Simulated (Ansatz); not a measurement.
# K3Li5Cl8: short dynamics, then relaxation

A packing of 16 atoms, thrown in at random and pushed apart as soft spheres with like charges further apart (8 Cl, 3 K, 5 Li) went through Langevin stages in a fixed cell of 24.96 Å³/atom, at one k point, without spin and with a Fermi–Dirac width of kT (0.05 eV at least). The calculation used DFT PBE, scalar-relativistic, plane waves, PAW in Ansatz.

| thermostat (K) | duration (fs) | friction (1/fs) | cutoff (eV) | mean T (K) | mean P (GPa) | mean square displacement (Å²) |
| --- | --- | --- | --- | --- | --- | --- |
| 1600 | 36 | 0.030 | 320 | 2222 | 4.6 | 0.20 |
| 1600 | 375 | 0.030 | 420 | 1753 | 4.0 | 2.39 |
| 1150 | 375 | 0.030 | 420 | 1070 | 3.4 | 0.84 |
| 640 | 375 | 0.030 | 420 | 679 | 2.6 | 0.72 |
| 300 | 375 | 0.030 | 420 | 311 | 2.0 | 0.27 |

Means run over the second half of a stage; pressure includes the kinetic part; displacements count from the stage's start, the atoms' common shift taken off. In so short a run the atoms moved about a bond length or less in the hot stages, so this is an annealed packing, not a quenched equilibrium liquid.

Cell and atoms were then relaxed on coarser meshes and computed once more: Cutoff 420 eV; k points 3×3×3 on the computed 16-atom cell (Γ-centred); Gaussian smearing, width 0.02 eV; no spin polarisation.

Q: What structure is left?

A: One draw of many: 26.04 Å³/atom with a gap on the mesh of 5.13 eV, 1.87 eV/atom below the elements' standard states (static lattices, no corrections for gases) (a random packing after short dynamics, relaxed).

Counting as bonded all pairs within 1.2 times the summed covalent radii, but none from a metal cation to another cation:

```json
{"atom → neighbour": "Cl → K", "mean count": "2.38", "mean length (Å)": "3.22", "spread (Å)": "0.12"}
{"atom → neighbour": "Cl → Li", "mean count": "2.50", "mean length (Å)": "2.43", "spread (Å)": "0.09"}
{"atom → neighbour": "K → Cl", "mean count": "6.33", "mean length (Å)": "3.22", "spread (Å)": "0.12"}
{"atom → neighbour": "Li → Cl", "mean count": "4.00", "mean length (Å)": "2.43", "spread (Å)": "0.09"}
```

Angles between all pairs of such bonds at an atom (mean ± spread): 105 ± 28° at Cl, 102 ± 29° at K, 110 ± 17° at Li.

```yaml
crystal:
  lattice:
    - [7.34926, 0.06473, 0.70060]
    - [0.05196, 7.40332, 0.28697]
    - [0.67648, 0.26059, 7.73261]
  atoms:
    - { symbol: Li, position: [0.18635, 0.20447, 0.05118] }
    - { symbol: Li, position: [0.70480, 0.50997, 0.15837] }
    - { symbol: Li, position: [0.02403, 0.29606, 0.51710] }
    - { symbol: Li, position: [0.55389, 0.39013, 0.66106] }
    - { symbol: Li, position: [0.55817, 0.06300, 0.92593] }
    - { symbol: Cl, position: [0.48299, 0.37012, 0.99239] }
    - { symbol: Cl, position: [0.97825, 0.42452, 0.99290] }
    - { symbol: Cl, position: [0.80106, 0.55033, 0.45768] }
    - { symbol: Cl, position: [0.29388, 0.49645, 0.52972] }
    - { symbol: Cl, position: [0.16175, 0.06253, 0.33722] }
    - { symbol: Cl, position: [0.27080, 0.97797, 0.84992] }
    - { symbol: Cl, position: [0.65248, 0.81934, 0.08942] }
    - { symbol: Cl, position: [0.74707, 0.11855, 0.65290] }
    - { symbol: K, position: [0.20475, 0.68331, 0.16685] }
    - { symbol: K, position: [0.50513, 0.89257, 0.47358] }
    - { symbol: K, position: [0.96934, 0.76214, 0.72781] }
```

An odd mesh misses points on the zone edge, so a gap read on it can be too wide.

Cost: 6 runs of about 25 core-minutes in all (earlier runs that led there not counted), on Arm Neoverse V1 (shared hosts).